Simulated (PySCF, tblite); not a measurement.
**C₃H₃ClFO radical: geometry, infrared bands and EPR parameters**

What infrared bands and EPR parameters should C₃H₃ClFO radical (`FCO/[C]=C\Cl`) show?

The runs use tblite 0.8.0 and PySCF 2.14.0, with density-fitted response routines of our own; the level of theory stands in each step. All values are computed, except where a source is named. Atoms count from 0, in the outputs and in this text.

## 1. The starting structure

9 atoms, charge 0, multiplicity 2; geometry from: force field or distance geometry start.

Bonds of the start (Å): F0–C1 1.37, C1–O2 1.45, O2–C3 1.38, C3–C4 1.31, C4–Cl5 1.77, C1–H6 1.08, C1–H7 1.09, C4–H8 1.10.

## 2. Optimising the geometry with GFN2-xTB

What the job is given:

```
{"job": {"kind": "relax", "xc": "GFN2-xTB", "basis": "xTB"}, "charge": 0, "multiplicity": 2}
F     -2.227800     0.782300    -0.039300
C     -1.505000    -0.381200     0.074900
O     -0.265300    -0.143000     0.791300
C      0.559100     0.779200     0.185200
C      1.807300     0.539100    -0.143900
Cl     2.530100    -1.047100     0.141000
H     -2.070000    -1.194000     0.518300
H     -1.206700    -0.668700    -0.932500
H      2.391800     1.339500    -0.620200
```

The run is started by

```console
$ OMP_NUM_THREADS=1 python probes_run.py task.json out
```

One launch serves the whole session: the jobs run in the order shown.

Output:

```text
step      E/eV     max force
  0    -576.00412    2.315
  1    -576.17596    1.089
  2    -576.25694    0.697
  3    -576.28358    0.579
  4    -576.30305    0.527
  5    -576.31053    0.317
  6    -576.31851    0.356
  7    -576.33075    0.486
  8    -576.34034    0.414
  9    -576.34802    0.226
 10    -576.35286    0.225
 11    -576.35726    0.223
 12    -576.36121    0.162
 13    -576.36339    0.122
 14    -576.36410    0.066
 15    -576.36435    0.043
 16    -576.36450    0.038
 17    -576.36461    0.024
 18    -576.36466    0.022
 19    -576.36469    0.017
 20    -576.36472    0.020
 21    -576.36476    0.021
 22    -576.36480    0.019
 23    -576.36484    0.019
 24    -576.36488    0.021
 25    -576.36497    0.033
 26    -576.36513    0.045
 27    -576.36535    0.044
 28    -576.36559    0.039
 29    -576.36578    0.038
 30    -576.36593    0.033
 31    -576.36608    0.035
 32    -576.36618    0.029
 33    -576.36624    0.017
 34    -576.36628    0.020
 35    -576.36632    0.025
 36    -576.36640    0.028
 37    -576.36651    0.030
 38    -576.36665    0.044
 39    -576.36683    0.053
 40    -576.36705    0.055
 41    -576.36727    0.050
 42    -576.36749    0.043
 43    -576.36773    0.046
 44    -576.36795    0.037
 45    -576.36806    0.025
 46    -576.36809    0.037
 47    -576.36813    0.024
 48    -576.36817    0.021
 49    -576.36832    0.027
 50    -576.36847    0.033
 51    -576.36862    0.046
 52    -576.36880    0.054
 53    -576.37016    0.139
 54    -576.36979    0.375
 55    -576.37464    0.561
 56    -576.38824    0.398
 57    -576.39880    0.388
 58    -576.41330    0.263
 59    -576.42722    0.416
 60    -576.42329    0.934
 61    -576.43965    0.172
 62    -576.44235    0.190
 63    -576.44412    0.149
 64    -576.44518    0.104
 65    -576.44558    0.074
 66    -576.44624    0.066
 67    -576.44685    0.072
 68    -576.44751    0.071
 69    -576.44806    0.084
 70    -576.44871    0.071
 71    -576.44946    0.074
 72    -576.45027    0.071
 73    -576.45082    0.098
 74    -576.45107    0.086
 75    -576.45141    0.043
 76    -576.45151    0.033
 77    -576.45158    0.015
 78    -576.45163    0.008
```

Wall time 1 s (1 thread of AMD EPYC, shared host).

The steps of the relaxation: (not every step is listed)

| step | energy from step 0 (eV) | largest force (eV/Å) |
| --- | --- | --- |
| 0 | 0.0000 | 2.3153 |
| 1 | -0.1718 | 1.0886 |
| 2 | -0.2528 | 0.6972 |
| 3 | -0.2795 | 0.5794 |
| 4 | -0.2989 | 0.5271 |
| 5 | -0.3064 | 0.3173 |
| 6 | -0.3144 | 0.3561 |
| 7 | -0.3266 | 0.4860 |
| 8 | -0.3362 | 0.4139 |
| 14 | -0.3600 | 0.0660 |
| 20 | -0.3606 | 0.0197 |
| 26 | -0.3610 | 0.0454 |
| 32 | -0.3621 | 0.0291 |
| 38 | -0.3625 | 0.0445 |
| 44 | -0.3638 | 0.0371 |
| 50 | -0.3644 | 0.0330 |
| 56 | -0.3841 | 0.3977 |
| 62 | -0.4382 | 0.1897 |
| 68 | -0.4434 | 0.0711 |
| 73 | -0.4467 | 0.0976 |
| 74 | -0.4470 | 0.0863 |
| 75 | -0.4473 | 0.0426 |
| 76 | -0.4474 | 0.0333 |
| 77 | -0.4475 | 0.0152 |
| 78 | -0.4475 | 0.0079 |

Distances of close pairs at the start and the end, largest changes first:

```csv
bond,before (Å),after (Å),change (Å)
O2–C3,1.377,1.309,-0.069
C1–O2,1.451,1.399,-0.052
C4–Cl5,1.766,1.814,+0.048
C4–H8,1.100,1.072,-0.028
C3–C4,1.313,1.287,-0.026
F0–C1,1.374,1.362,-0.013
C1–H6,1.085,1.096,+0.011
C1–H7,1.089,1.099,+0.009
```

The final coordinates are the input of the step that follows.

## 3. Infrared spectrum with GFN2-xTB

What the job is given:

```
{"job": {"kind": "ir", "xc": "GFN2-xTB", "basis": "xTB"}, "charge": 0, "multiplicity": 2}
F     -1.873102     0.516790    -0.751065
C     -1.331103    -0.405264     0.091615
O     -0.531082     0.224671     1.051518
C      0.606050     0.758785     0.685553
C      1.637190     0.590517    -0.066363
Cl     1.977680    -0.971303    -0.924808
H     -2.153810    -0.892248     0.626639
H     -0.752416    -1.107338    -0.524282
H      2.434154     1.291385    -0.213987
```

Output:

```text
mode    cm-1     km/mol
  1      39.0      3.12
  2     116.1     12.26
  3     124.7      6.40
  4     261.2      9.14
  5     388.8      4.07
  6     492.7     18.99
  7     541.5     28.46
  8     609.2     30.79
  9     727.6     21.37
 10     916.1     68.15
 11    1008.4    203.30
 12    1044.2     38.93
 13    1085.7     61.79
 14    1135.8    127.86
 15    1208.6      2.25
 16    1297.3      7.45
 17    1401.7      2.85
 18    1775.8    111.07
 19    2912.9     16.36
 20    2956.7      7.93
 21    3141.2      7.06
```

Wall time 0.49 s (1 thread of AMD EPYC, shared host).

The strongest bands and the atoms that carry them (share of the mass-weighted mode):

| cm⁻¹ | km/mol | atoms |
| --- | --- | --- |
| 542 | 28.5 | C4 53 %, O2 12 %, C3 12 % |
| 609 | 30.8 | C3 50 %, O2 17 %, C4 11 % |
| 916 | 68.2 | C1 45 %, O2 24 %, H6 12 % |
| 1008 | 203.3 | C1 54 %, F0 33 % |
| 1044 | 38.9 | O2 30 %, C1 25 %, H7 13 % |
| 1086 | 61.8 | H8 26 %, O2 22 %, C1 17 %, H6 15 % |
| 1136 | 127.9 | H8 62 %, C4 13 % |
| 1776 | 111.1 | C3 65 %, C4 29 % |

## 4. EPR parameters: B3LYP/pcH-1

Same as in step 3 but for these lines:

```diff
@@ -1,2 +1,2 @@
-{"job": {"kind": "ir", "xc": "GFN2-xTB", "basis": "xTB"}, "charge": 0, "multiplicity": 2}
+{"job": {"kind": "epr", "basis": "pcH-1"}, "charge": 0, "multiplicity": 2}
 F     -1.873102     0.516790    -0.751065
```

Method: UKS B3LYP, pcH-1 on C Cl F H O, non-relativistic, mean-field spin-orbit, GIAO.

Output:

```text
UKS, coarse grid
  cycle   1  E = -751.20905003  |g| = 4.83e-01
  cycle   2  E = -751.13047219  |g| = 6.98e-01
  cycle   3  E = -751.28430183  |g| = 6.06e-02
  cycle   4  E = -751.28556545  |g| = 2.48e-02
  cycle   5  E = -751.28586055  |g| = 1.15e-02
  cycle   6  E = -751.28594195  |g| = 4.82e-03
  cycle   7  E = -751.28596578  |g| = 2.63e-03
  cycle   8  E = -751.28597484  |g| = 1.65e-03
  cycle   9  E = -751.28597906  |g| = 7.91e-04
UKS, final grid
  cycle   1  E = -751.28598608  |g| = 1.11e-03
  cycle   2  E = -751.28598550  |g| = 1.92e-03
  cycle   3  E = -751.28598673  |g| = 2.15e-04
  cycle   4  E = -751.28598679  |g| = 1.50e-04
  cycle   5  E = -751.28598686  |g| = 9.47e-05
  cycle   6  E = -751.28598686  |g| = 1.29e-05
E = -751.28598686 Eh   <S^2> = 0.7577 (exact 0.7500)
g shifts (ppm)      1          2          3
  rmc          -219       -219       -219
  gc             12         22        -28
  oz_so       -3630        125       1840
  total       -3837        -72       1593
hyperfine (MHz)  atom isotope    a_iso     a_fc   dipolar eigenvalues
    0   19F      16.74      16.64     -8.91     -6.65     15.56
    1   13C      16.87      16.85     -4.89     -4.39      9.29
    2   17O    -101.70    -101.79    -37.16     17.64     19.52
    3   13C     392.34     392.77    -72.36    -53.81    126.17
    4   13C     142.09     142.13    -13.24     -2.88     16.12
    5  35Cl      31.06      30.07    -28.55    -24.77     53.33
    6    1H       0.64       0.64     -3.51     -2.13      5.63
    7    1H       7.17       7.18     -4.57     -0.99      5.55
    8    1H      35.66      35.70     -7.81     -2.04      9.86
```

Run time: 68 s. Hardware: 1 thread of AMD EPYC, shared host; peak memory 0.59 GiB.

Principal g values 1.99848, 2.00225, 2.00391; g(iso) = 2.00155, against 2.00232 for a free electron.

Mean a(iso) over the nuclei that a row names, and the largest dipolar term of the row (other rows stand at the frozen geometry):

```csv
nuclei,isotope,a(iso) (MHz),"a(iso) (G, at g = 2.0023)",largest dipolar term (MHz)
C3,13C,392.3,140.0,126.2
C4,13C,142.1,50.7,16.1
O2,17O,-101.7,-36.3,-37.2
H8,1H,35.7,12.7,9.9
Cl5,35Cl,31.1,11.1,53.3
C1,13C,16.9,6.0,9.3
F0,19F,16.7,6.0,15.6
"H6, H7",1H,3.9,1.4,5.6
```

Mulliken spin populations:

```
atom  value (e)
  F0       0.00
  C1       0.03
  O2       0.07
  C3       0.84
  C4      -0.09
 Cl5       0.13
  H6       0.00
  H7       0.00
  H8       0.01
```

In first order the couplings over 0.8 MHz of 1H, 35Cl, 19F give 48 distinct lines over 54.7 G, if the averaged nuclei exchange fast.

Orbitals, density, ELF and potential are computed afterwards from the orbital file.

ELF in a plane through or near 5 of the atoms.

Ten even steps from '0' (0.00) to '9' (1.00):
```
0000000000000000000000000000
0000000000000000000000000000
0000000000000000000000000000
0000000000343000000000000000
0000000002676100000000000000
0000000002788313420000000000
0000145211788536630000000000
0000699853652667620000000000
0000899983872566643443200000
0000489958486325415887520000
0000013552552005353998620000
0000000368630029996677410000
0000136762674029996112000000
0000358836387009997000000000
0000358862588103994000000000
0000136787886200110000000000
0000013445543100000000000000
0000000111110000000000000000
0000000000000000000000000000
0000000000000000000000000000
```
The map spans 10.6 Å across and 8.4 Å up, centred on the molecule. Atoms in the plane (x, y in Å): C1 (1.4, -0.1), C3 (-0.7, 0.9), C4 (-1.7, 0.2), Cl5 (-1.8, -1.6), H7 (0.9, -1.1).

On the surface of density 0.002 e/bohr³ the electrostatic potential runs, from the 1st to the 99th percentile, from -0.68 V near F0 to 1.47 V near H6.

The spin density lies nearest to C3 65 %; Cl5 12 %; O2 10 %; C4 8 % (both signs).

## 5. Outcome

| quantity | value |
| --- | --- |
| strongest single infrared mode (GFN2-xTB) | 1008 cm⁻¹, 203 km/mol |
| zero-point energy (GFN2-xTB) | 33.1 kcal/mol |
| g(iso) (B3LYP) | 2.00155 |
| ⟨S²⟩ | 0.758 (exact 0.75) |
| largest a(iso) (averaged by class) | 13C on C3, 392.3 MHz |
| surface potential, 1st and 99th percentile | -0.68 V and 1.47 V |

In words: Relaxing lowered the energy by 0.448 eV in 78 steps; the close pair that moved most is O2–C3, from 1.377 to 1.309 Å. No mode is imaginary among the 21: a minimum at this level. The strongest single mode, at 1008 cm⁻¹, moves mainly C1 and F0. Unscaled tight-binding wavenumbers are off by several per cent, some by more. Its intensities can rank the bands wrongly. Most of the unpaired spin sits on C3 (0.84 e). The isotropic g lies 0.8 ppt below the free-electron value.
